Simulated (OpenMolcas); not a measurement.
BP at 1.750 Å: OpenMolcas input and output

Input (each module block was a call of its own in one work directory; start orbitals came from a preliminary run):

```
&GATEWAY
Coord
2
angstrom
P 0.0 0.0 0.0
B 0.0 0.0 1.7500
Basis=ANO-RCC-VTZP
Group=XY
RX2C
AMFI
ANGMom
0.0 0.0 0.0
RICD
&SEWARD
&GUESSORB
&RASSCF
FileOrb=$CurrDir/o32.orb
Symmetry=2
Spin=3
nActEl=8 0 0
Inactive=4 2
RAS2=4 4
CIRoot=8 8 1
Linear
Iterations=120 100
OrbListing=Nothing
PRWF=0.15
>>COPY $Project.RasOrb $CurrDir/o32.orb
>>COPY $Project.rasscf.h5 $CurrDir/r32.h5
&CASPT2
XMultistate=all
Imaginary=0.2
IPEA=0.25
MaxIter=40
>>COPY $Project.JobMix JOB001
&RASSCF
FileOrb=$CurrDir/o12.orb
Symmetry=2
Spin=1
nActEl=8 0 0
Inactive=4 2
RAS2=4 4
CIRoot=4 4 1
Linear
Iterations=120 100
OrbListing=Nothing
PRWF=0.15
>>COPY $Project.RasOrb $CurrDir/o12.orb
>>COPY $Project.rasscf.h5 $CurrDir/r12.h5
&CASPT2
XMultistate=all
Imaginary=0.2
IPEA=0.25
MaxIter=40
>>COPY $Project.JobMix JOB002
```

```bash
pymolcas m.inp
```

RASSCF and CASPT2 output of these blocks, in excerpt:

```
++    Wave function specifications:
      Number of closed shell electrons          12
      Number of electrons in active shells       8
      Number of inactive orbitals                6
      Number of active orbitals                  8
      Number of secondary orbitals              50
      Spin quantum number                      1.0
      State symmetry                             2
++    Orbital specifications:
      Symmetry species                           1   2
                                                 a   b
      Frozen orbitals                            0   0
      Inactive orbitals                          4   2
      Active orbitals                            4   4
      RAS2 orbitals                              4   4
      Secondary orbitals                        26  24
      Number of basis functions                 34  30
      printout of CI-coefficients larger than  0.15 for root  1
      energy=    -366.201080
      conf/sym  1111 2222     Coeff  Weight
           421  02u2 0uud   0.18070 0.03265
           424  02u2 00u2  -0.92272 0.85141
      printout of CI-coefficients larger than  0.15 for root  2
      energy=    -366.201080
      conf/sym  1111 2222     Coeff  Weight
           416  02u2 u0du  -0.20752 0.04307
           418  02u2 002u  -0.92272 0.85141
      printout of CI-coefficients larger than  0.15 for root  3
      energy=    -366.067130
      conf/sym  1111 2222     Coeff  Weight
           416  02u2 u0du  -0.16768 0.02812
           417  02u2 0udu  -0.77843 0.60596
           422  02u2 u002   0.52472 0.27533
      printout of CI-coefficients larger than  0.15 for root  4
      energy=    -366.067130
      conf/sym  1111 2222     Coeff  Weight
           409  02u2 0u20   0.52472 0.27533
           416  02u2 u0du   0.27121 0.07356
           420  02u2 u0ud  -0.72976 0.53256
      printout of CI-coefficients larger than  0.15 for root  5
      energy=    -366.057553
      conf/sym  1111 2222     Coeff  Weight
           232  022u 00u2  -0.70490 0.49689
           415  02u2 0duu   0.36239 0.13132
           417  02u2 0udu  -0.22737 0.05170
           421  02u2 0uud   0.36451 0.13287
           422  02u2 u002  -0.23735 0.05633
      printout of CI-coefficients larger than  0.15 for root  6
      energy=    -366.057553
      conf/sym  1111 2222     Coeff  Weight
           226  022u 002u  -0.70490 0.49689
           409  02u2 0u20   0.23735 0.05633
           414  02u2 d0uu   0.36239 0.13132
           416  02u2 u0du  -0.41946 0.17594
      printout of CI-coefficients larger than  0.15 for root  7
      energy=    -366.033287
      conf/sym  1111 2222     Coeff  Weight
           408  02u2 u020   0.26577 0.07063
           409  02u2 0u20   0.41226 0.16996
           416  02u2 u0du   0.33661 0.11330
           417  02u2 0udu  -0.21700 0.04709
           420  02u2 u0ud   0.47603 0.22661
           421  02u2 0uud  -0.30688 0.09418
           422  02u2 u002  -0.26577 0.07063
           423  02u2 0u02  -0.41224 0.16995
      printout of CI-coefficients larger than  0.15 for root  8
      energy=    -366.033287
      conf/sym  1111 2222     Coeff  Weight
           408  02u2 u020   0.41224 0.16995
           409  02u2 0u20  -0.26577 0.07063
           416  02u2 u0du  -0.21700 0.04709
           417  02u2 0udu  -0.33661 0.11330
           420  02u2 u0ud  -0.30688 0.09418
           421  02u2 0uud  -0.47603 0.22661
           422  02u2 u002  -0.41226 0.16996
           423  02u2 0u02   0.26577 0.07063
      Natural orbitals and occupation numbers for root  1
      sym 1:   0.027352   1.986760   1.005251   1.944347
      sym 2:   0.047878   0.102221   0.980592   1.905599
      Natural orbitals and occupation numbers for root  2
      sym 1:   0.027352   1.986760   1.005251   1.944347
      sym 2:   0.102221   0.047878   1.905599   0.980592
      Natural orbitals and occupation numbers for root  3
      sym 1:   0.027387   1.984281   1.003133   1.958051
      sym 2:   0.334752   0.692547   0.705630   1.294219
      Natural orbitals and occupation numbers for root  4
      sym 1:   0.027387   1.984281   1.003133   1.958051
      sym 2:   0.692547   0.334752   1.294219   0.705630
      Natural orbitals and occupation numbers for root  5
      sym 1:   0.035126   1.979368   1.554913   1.360994
      sym 2:   0.118126   0.406883   0.936110   1.608480
      Natural orbitals and occupation numbers for root  6
      sym 1:   0.035126   1.979368   1.554913   1.360994
      sym 2:   0.406883   0.118126   1.608480   0.936110
      Natural orbitals and occupation numbers for root  7
      sym 1:   0.020549   1.993375   0.996593   1.969714
      sym 2:   0.511364   0.511350   0.998543   0.998512
      Natural orbitals and occupation numbers for root  8
      sym 1:   0.020549   1.993375   0.996593   1.969714
      sym 2:   0.511350   0.511364   0.998512   0.998543
      RASSCF energy for state  8                   -366.03328716
::    RASSCF root number  1 Total energy:   -366.20107975
::    RASSCF root number  2 Total energy:   -366.20107975
::    RASSCF root number  3 Total energy:   -366.06712996
::    RASSCF root number  4 Total energy:   -366.06712996
::    RASSCF root number  5 Total energy:   -366.05755346
::    RASSCF root number  6 Total energy:   -366.05755345
::    RASSCF root number  7 Total energy:   -366.03328716
::    RASSCF root number  8 Total energy:   -366.03328716
      Von Neumann Entropy (Root   1) =  1.55141
++    Wave function specifications:
      Number of closed shell electrons           0
      Number of electrons in active shells       8
      Number of inactive orbitals                0
      Number of active orbitals                  8
      Number of secondary orbitals              50
      Spin quantum number                      1.0
      State symmetry                             2
      Number of CSFs                          1184
      Number of CASSCF root(s) available         8
      CASPT2 state passed to geometry opt.       8
      A file JOBMIX will be created
      This is a MULTI-STATE CASSCF reference
      Number of CI roots used                    8
      These are:                                 1   2   3   4   5   6   7   8
      Off-diagonal elements of Heff are computed
  FINAL CASPT2 RESULT:
      Reference energy:        -366.2010797510
      E2 (Non-variational):      -0.1379506641
      Shift correction:          -0.0020350724
      E2 (Variational):          -0.1399857365
      Total energy:            -366.3410654875
      Reference weight:           0.93128
  FINAL CASPT2 RESULT:
      Reference energy:        -366.2010797507
      E2 (Non-variational):      -0.1379506644
      Shift correction:          -0.0020350724
      E2 (Variational):          -0.1399857368
      Total energy:            -366.3410654875
      Reference weight:           0.93128
  FINAL CASPT2 RESULT:
      Reference energy:        -366.0671299588
      E2 (Non-variational):      -0.1330231527
      Shift correction:          -0.0020362594
      E2 (Variational):          -0.1350594121
      Total energy:            -366.2021893709
      Reference weight:           0.93386
  FINAL CASPT2 RESULT:
      Reference energy:        -366.0671299583
      E2 (Non-variational):      -0.1330231529
      Shift correction:          -0.0020362594
      E2 (Variational):          -0.1350594123
      Total energy:            -366.2021893706
      Reference weight:           0.93386
  FINAL CASPT2 RESULT:
      Reference energy:        -366.0575534551
      E2 (Non-variational):      -0.1377291208
      Shift correction:          -0.0025559409
      E2 (Variational):          -0.1402850617
      Total energy:            -366.1978385168
      Reference weight:           0.92756
  FINAL CASPT2 RESULT:
      Reference energy:        -366.0575534549
      E2 (Non-variational):      -0.1377291216
      Shift correction:          -0.0025559410
      E2 (Variational):          -0.1402850626
      Total energy:            -366.1978385175
      Reference weight:           0.92756
  FINAL CASPT2 RESULT:
      Reference energy:        -366.0332871554
      E2 (Non-variational):      -0.1421308412
      Shift correction:          -0.0021017487
      E2 (Variational):          -0.1442325899
      Total energy:            -366.1775197453
      Reference weight:           0.92992
  FINAL CASPT2 RESULT:
      Reference energy:        -366.0332871554
      E2 (Non-variational):      -0.1421308411
      Shift correction:          -0.0021017487
      E2 (Variational):          -0.1442325898
      Total energy:            -366.1775197451
      Reference weight:           0.92992
       Total XMS-CASPT2 energies:
::    XMS-CASPT2 Root  1     Total energy:   -366.33989484
::    XMS-CASPT2 Root  2     Total energy:   -366.33989484
::    XMS-CASPT2 Root  3     Total energy:   -366.20272103
::    XMS-CASPT2 Root  4     Total energy:   -366.20272103
::    XMS-CASPT2 Root  5     Total energy:   -366.19851891
::    XMS-CASPT2 Root  6     Total energy:   -366.19851891
::    XMS-CASPT2 Root  7     Total energy:   -366.17747834
::    XMS-CASPT2 Root  8     Total energy:   -366.17747834
++    Wave function specifications:
      Number of closed shell electrons          12
      Number of electrons in active shells       8
      Number of inactive orbitals                6
      Number of active orbitals                  8
      Number of secondary orbitals              50
      Spin quantum number                      0.0
      State symmetry                             2
      printout of CI-coefficients larger than  0.15 for root  1
      energy=    -366.185436
      conf/sym  1111 2222     Coeff  Weight
           351  02u2 u0dd   0.24742 0.06122
           353  02u2 002d   0.92295 0.85183
      printout of CI-coefficients larger than  0.15 for root  2
      energy=    -366.185436
      conf/sym  1111 2222     Coeff  Weight
           352  02u2 0udd   0.24742 0.06122
           356  02u2 00d2   0.92295 0.85183
      printout of CI-coefficients larger than  0.15 for root  3
      energy=    -366.029628
      conf/sym  1111 2222     Coeff  Weight
           193  022u 002d   0.38195 0.14589
           344  02u2 0d20   0.35384 0.12520
           349  02u2 d0ud  -0.30252 0.09152
           351  02u2 u0dd   0.67499 0.45562
           352  02u2 0udd   0.17440 0.03042
           353  02u2 002d  -0.22022 0.04850
      printout of CI-coefficients larger than  0.15 for root  4
      energy=    -366.029628
      conf/sym  1111 2222     Coeff  Weight
           196  022u 00d2   0.38195 0.14589
           350  02u2 0dud   0.30252 0.09152
           351  02u2 u0dd  -0.17440 0.03042
           352  02u2 0udd   0.67499 0.45562
           354  02u2 d002  -0.35384 0.12520
           356  02u2 00d2  -0.22022 0.04850
      Natural orbitals and occupation numbers for root  1
      sym 1:   0.030300   1.986990   1.003717   1.951292
      sym 2:   0.113995   0.030576   1.893299   0.989831
      Natural orbitals and occupation numbers for root  2
      sym 1:   0.030300   1.986990   1.003717   1.951292
      sym 2:   0.030576   0.113995   0.989831   1.893299
      Natural orbitals and occupation numbers for root  3
      sym 1:   0.036905   1.981130   1.158742   1.786560
      sym 2:   0.600670   0.171463   1.402010   0.862519
      Natural orbitals and occupation numbers for root  4
      sym 1:   0.036905   1.981130   1.158742   1.786560
      sym 2:   0.171463   0.600670   0.862519   1.402010
      RASSCF energy for state  4                   -366.02962782
::    RASSCF root number  1 Total energy:   -366.18543589
::    RASSCF root number  2 Total energy:   -366.18543589
::    RASSCF root number  3 Total energy:   -366.02962782
::    RASSCF root number  4 Total energy:   -366.02962782
      Von Neumann Entropy (Root   1) =  1.53967
++    Wave function specifications:
      Number of closed shell electrons           0
      Number of electrons in active shells       8
      Number of inactive orbitals                0
      Number of active orbitals                  8
      Number of secondary orbitals              50
      Spin quantum number                      0.0
      State symmetry                             2
      Number of CSFs                           864
      Number of CASSCF root(s) available         4
      CASPT2 state passed to geometry opt.       4
      A file JOBMIX will be created
      This is a MULTI-STATE CASSCF reference
      Number of CI roots used                    4
      These are:                                 1   2   3   4
      Off-diagonal elements of Heff are computed
  FINAL CASPT2 RESULT:
      Reference energy:        -366.1854358901
      E2 (Non-variational):      -0.1406547518
      Shift correction:          -0.0020648994
      E2 (Variational):          -0.1427196512
      Total energy:            -366.3281555413
      Reference weight:           0.92984
  FINAL CASPT2 RESULT:
      Reference energy:        -366.1854358900
      E2 (Non-variational):      -0.1406547519
      Shift correction:          -0.0020648994
      E2 (Variational):          -0.1427196514
      Total energy:            -366.3281555414
      Reference weight:           0.92984
  FINAL CASPT2 RESULT:
      Reference energy:        -366.0296278216
      E2 (Non-variational):      -0.1418691223
      Shift correction:          -0.0028592576
      E2 (Variational):          -0.1447283799
      Total energy:            -366.1743562015
      Reference weight:           0.92447
  FINAL CASPT2 RESULT:
      Reference energy:        -366.0296278215
      E2 (Non-variational):      -0.1418691224
      Shift correction:          -0.0028592576
      E2 (Variational):          -0.1447283800
      Total energy:            -366.1743562015
      Reference weight:           0.92447
       Total XMS-CASPT2 energies:
::    XMS-CASPT2 Root  1     Total energy:   -366.32434791
::    XMS-CASPT2 Root  2     Total energy:   -366.32434791
```

Only roots inside an energy window near the equilibrium distance were included, so the list of states is not complete; labels number the states computed. Each spin and symmetry block has orbitals of its own, averaged over its own roots, so gaps between blocks are less sure than gaps within one and near the minimum can be off by tenths of an eV, in bad cases by more. No Rydberg orbitals are active, so Rydberg states, and σ→σ* states whose orbital the CASSCF left unused, can be missing between those listed. CASPT2 splits the two components of degenerate states numerically, here by up to 60 cm⁻¹.
